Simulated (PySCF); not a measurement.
# F, F+: ionisation energy in def2-SVP

Each state of fluorine is computed at each level; their differences give the ionisation energy. How far do the methods differ?

Method: unrestricted determinants in a Gaussian basis, no spin-orbit coupling in the energies. Code: PySCF 2.14.0.

## Step 1: Starting point

```
Element                                   : fluorine (Z = 9)
Basis                                     : def2-SVP (3s2p1d, 14 functions)
Hamiltonian                               : no relativity, point nucleus
State 1                                   : F: [He] 2s2 2p5, 2P determinant
State 2                                   : F+: [He] 2s2 2p4, high-spin 3P determinant
Methods                                   : UHF, M06-L, MN15, MP2, CCSD(T)
Core shells frozen in the correlated runs : valence: 1s2 (for F)
```

Outer shells as boxes (Hund's rule):

F [He] 2s2 2p5
```
[He] core
2s [↑↓]
2p [↑↓][↑↓][↑ ]
```

F+ [He] 2s2 2p4
```
[He] core
2s [↑↓]
2p [↑↓][↑ ][↑ ]
```

The runs were made by one driver on top of PySCF. The scripts below sum up each run's settings (the driver also hands on starting orbitals that pick excited configurations, and frozen orbitals as a list rather than a count), and the logs come from the driver's own runs. The driver starts from symmetry-adapted Hartree-Fock orbitals, holds the occupation by maximum overlap and uses a logarithmic radial grid for functionals, so a plain start would take other cycles.

The driver's launch:

```
$ OMP_NUM_THREADS=1 python atomrun2.py TASK.json OUT
```

The integrals over 14 functions and the set-up took 0.06 s of CPU time.

## Step 2: F

Level: UHF.

Contents of input.py:

```python
from pyscf import gto, scf, dft, mp, cc
import basis_set_exchange as bse
mol = gto.M(atom="F 0 0 0", charge=0, spin=1, symmetry="D2h",
            basis=gto.basis.parse(bse.get_basis("def2-SVP", elements=["F"], fmt="nwchem", header=False)))
mf = scf.UHF(mol)
mf.irrep_nelec = {'Ag': (2, 2), 'B1u': (1, 1), 'B2u': (1, 1), 'B3u': (1, 0)}
mf.kernel()
```

Level: M06-L.

Changes to input.py:

```diff
@@ -4,3 +4,3 @@
             basis=gto.basis.parse(bse.get_basis("def2-SVP", elements=["F"], fmt="nwchem", header=False)))
-mf = scf.UHF(mol)
+mf = dft.UKS(mol, xc="M06L")
 mf.irrep_nelec = {'Ag': (2, 2), 'B1u': (1, 1), 'B2u': (1, 1), 'B3u': (1, 0)}
```

Level: MN15.

Changes to input.py:

```diff
@@ -4,3 +4,3 @@
             basis=gto.basis.parse(bse.get_basis("def2-SVP", elements=["F"], fmt="nwchem", header=False)))
-mf = dft.UKS(mol, xc="M06L")
+mf = dft.UKS(mol, xc="MN15")
 mf.irrep_nelec = {'Ag': (2, 2), 'B1u': (1, 1), 'B2u': (1, 1), 'B3u': (1, 0)}
```

Level: MP2 (valence).

Changes to input.py:

```diff
@@ -4,4 +4,5 @@
             basis=gto.basis.parse(bse.get_basis("def2-SVP", elements=["F"], fmt="nwchem", header=False)))
-mf = dft.UKS(mol, xc="MN15")
+mf = scf.UHF(mol)
 mf.irrep_nelec = {'Ag': (2, 2), 'B1u': (1, 1), 'B2u': (1, 1), 'B3u': (1, 0)}
 mf.kernel()
+mp.UMP2(mf, frozen=1).kernel()
```

Level: CCSD(T) (valence).

Changes to input.py:

```diff
@@ -7,2 +7,3 @@
 mf.kernel()
-mp.UMP2(mf, frozen=1).kernel()
+mycc = cc.CCSD(mf, frozen=1).run()
+mycc.ccsd_t()
```

## Step 3: F+, method by method

Level: UHF.

Contents of input.py:

```python
from pyscf import gto, scf, dft, mp, cc
import basis_set_exchange as bse
mol = gto.M(atom="F 0 0 0", charge=1, spin=2, symmetry="D2h",
            basis=gto.basis.parse(bse.get_basis("def2-SVP", elements=["F"], fmt="nwchem", header=False)))
mf = scf.UHF(mol)
mf.irrep_nelec = {'Ag': (2, 2), 'B1u': (1, 0), 'B2u': (1, 1), 'B3u': (1, 0)}
mf.kernel()
```

Level: M06-L.

Changes to input.py:

```diff
@@ -4,3 +4,3 @@
             basis=gto.basis.parse(bse.get_basis("def2-SVP", elements=["F"], fmt="nwchem", header=False)))
-mf = scf.UHF(mol)
+mf = dft.UKS(mol, xc="M06L")
 mf.irrep_nelec = {'Ag': (2, 2), 'B1u': (1, 0), 'B2u': (1, 1), 'B3u': (1, 0)}
```

Level: MN15.

Changes to input.py:

```diff
@@ -4,3 +4,3 @@
             basis=gto.basis.parse(bse.get_basis("def2-SVP", elements=["F"], fmt="nwchem", header=False)))
-mf = dft.UKS(mol, xc="M06L")
+mf = dft.UKS(mol, xc="MN15")
 mf.irrep_nelec = {'Ag': (2, 2), 'B1u': (1, 0), 'B2u': (1, 1), 'B3u': (1, 0)}
```

Level: MP2 (valence).

Changes to input.py:

```diff
@@ -4,4 +4,5 @@
             basis=gto.basis.parse(bse.get_basis("def2-SVP", elements=["F"], fmt="nwchem", header=False)))
-mf = dft.UKS(mol, xc="MN15")
+mf = scf.UHF(mol)
 mf.irrep_nelec = {'Ag': (2, 2), 'B1u': (1, 0), 'B2u': (1, 1), 'B3u': (1, 0)}
 mf.kernel()
+mp.UMP2(mf, frozen=1).kernel()
```

Level: CCSD(T) (valence).

Changes to input.py:

```diff
@@ -7,2 +7,3 @@
 mf.kernel()
-mp.UMP2(mf, frozen=1).kernel()
+mycc = cc.CCSD(mf, frozen=1).run()
+mycc.ccsd_t()
```

What does the calculation give?

As calculated:

```
            quantity                                                      value
ionisation energy, F  UHF 15.772, CCSD(T) (valence) 16.881 eV; reference 17.427
```

Each level's miss and price (over 1 difference):

```
           method  mean absolute miss against the measured value (with the measured fine structure taken into account where it is known) (eV)  CPU time, both states (s)
              UHF                                                                                                                       1.655                       0.16
            M06-L                                                                                                                       0.097                       0.37
             MN15                                                                                                                       0.004                        0.4
    MP2 (valence)                                                                                                                       0.467                       0.16
SCS-MP2 (valence)                                                                                                                       0.513                       0.16
   CCSD (valence)                                                                                                                       0.548                           
CCSD(T) (valence)                                                                                                                       0.546                       0.42
```

**Reading.** Against experiment MN15 comes closest (off by 0.00 eV) and UHF is farthest (1.66 eV). Hartree-Fock falls short because the species with more electrons holds more correlation energy, which it lacks. All values hold for this basis alone; no basis-set limit was taken.
